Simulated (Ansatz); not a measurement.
What a trial cell of BiH relaxes into

Level of theory: DFT PBE, scalar-relativistic, plane waves, PAW (Ansatz). Cutoff 420 eV, Γ-centred k mesh, Gaussian smearing, no spin polarisation in the final step.

BiH was placed on the sites of a reported HCl cell (Fmmm, No. 69), with Bi in place of H, H in place of Cl, at a guessed volume.

```
CELL_PARAMETERS angstrom
0.00000 2.80434 2.99304
2.63660 0.00000 2.99304
2.63660 2.80434 0.00000
ATOMIC_POSITIONS crystal
Bi 0.00000 0.00000 0.00000
H 0.50000 0.50000 0.50000
```

Cell and atoms relax at zero pressure; the relaxation can't lower the symmetry of the start. After a coarse first stage the cell is made exact in the group found at 0.06 Å.

Energies over the elements count from the elements' standard structures at the same level (H₂ as a molecule), with no empirical corrections.

Task: What does it relax into?

Result: It ends in I4/mmm (No. 139). Conventional cell: a = 4.078 Å, c = 4.372 Å. Bi is coordinated by 2 H at 2.19 Å; around H lie 2 Bi at 2.19 Å.

Space group I4/mmm (No. 139). a = 4.078 Å, b = 4.078 Å, c = 4.372 Å, α = 90.00°, β = 90.00°, γ = 90.00°
| atom | site | symmetry | x | y | z |
| --- | --- | --- | --- | --- | --- |
| Bi | 2a | 4/mmm | 0.0000 | 0.0000 | 0.0000 |
| H | 2b | 4/mmm | 0.0000 | 0.0000 | 0.5000 |

Task: What are its volume, energy, density and gap?

Result: The volume per atom is 18.17 Å³ and the density is 9.59 g/cm³. The energy over the elements is 0.66 eV/atom and the gap on the 20×20×20 mesh is 0 eV (a metal).

The final run used a 20×20×20 mesh on its 2-atom cell and 0.10 eV smearing. For metals, differences of a few meV/atom aren't resolved. Spin–orbit coupling is left out. A structure relaxed within its symmetry needn't be a true minimum.

Cost: 3 runs of about 0.74 core-minutes in all, on AMD EPYC 9B45 (Zen 5) (shared hosts).